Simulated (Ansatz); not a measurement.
# CH3AlN radical (SMILES [CH]1[NH][AlH]1): one structure at several levels

One table from this session's results is given with a row withheld; the runs are named, their logs left out.

Computed with Ansatz 0.2.0, Gaussian basis. Level: single points in def2-TZVPP.

Correlated methods freeze the cores. Orbitals are unrestricted.

### Where the work starts

SMILES `[CH]1[NH][AlH]1`, 6 atoms, charge 0, spin multiplicity 2.

Atoms are counted from 1 here; the program's logs count them from 0.

Bond lengths: C1–N2 1.267 Å, C1–Al3 2.172 Å, C1–H4 0.943 Å, N2–Al3 1.979 Å, N2–H5 1.223 Å, Al3–H6 1.449 Å. Angles: N2–C1–Al3 64.1°, N2–C1–H4 126.3°, Al3–C1–H4 169.2°, C1–N2–Al3 80.8°, C1–N2–H5 120.2°, Al3–N2–H5 158.2°, C1–Al3–N2 35.2°, C1–Al3–H6 121.1°, N2–Al3–H6 97.0°.

Coordinates:

```
C    -0.42400   -0.93920   -0.18670
N     0.19480    0.13050   -0.46650
Al    0.77630   -0.09090    1.41230
H    -0.94240   -1.45530   -0.78130
H     0.00720    0.68720   -1.53880
H     0.62460    1.29450    1.80730
```

Set-up of the first run:

run/in.yaml reads:

```yaml
crystal:
  periodic: [false, false, false]
  atoms:
    - {symbol: C, position_ang: [-0.424000, -0.939200, -0.186700]}
    - {symbol: N, position_ang: [0.194800, 0.130500, -0.466500]}
    - {symbol: Al, position_ang: [0.776300, -0.090900, 1.412300]}
    - {symbol: H, position_ang: [-0.942400, -1.455300, -0.781300]}
    - {symbol: H, position_ang: [0.007200, 0.687200, -1.538800]}
    - {symbol: H, position_ang: [0.624600, 1.294500, 1.807300]}
basis:
  gaussian: {orbitals: def2-TZVPP}
magnetization: {spin_polarized: true, initial_magnetization: 1}
correlation: {method: ccsd_t}
scf: {omitted_lower_state_checks: [cluster_reference]}
output: {forces: true}
```

The command line of these runs was not kept.

Steps of the session up to this table: CCSD(T)/def2-TZVPP; PBE0-D4/def2-TZVPP; wB97M-V/def2-TZVPP; r2SCAN-D4/def2-TZVPP; PBE-D4/def2-TZVPP; BHLYP-D4/def2-TZVPP; wB97X-V/def2-TZVPP.

One of the session's tables, all rows but one given; the rest of the session is left out.

```
   method  RMS force component (eV/Å)  angle to CCSD(T) forces (°)  dipole (D)
  CCSD(T)                       3.250                    reference        2.24
  PBE0-D4                       3.298                          6.3        2.26
  wB97M-V                       3.258                          4.4        2.10
r2SCAN-D4                       3.217                          5.9        2.29
   PBE-D4                       3.214                          5.3        2.28
 BHLYP-D4                       3.274                          8.3        2.12
  wB97X-V                           ?                            ?           ?
```

Estimate the missing values for wB97X-V.

**Answer.** RMS force component (eV/Å): 3.359; angle to CCSD(T) forces (°): 3.5; dipole (D): 2.29. In the column «RMS force component (eV/Å)» it is the highest.
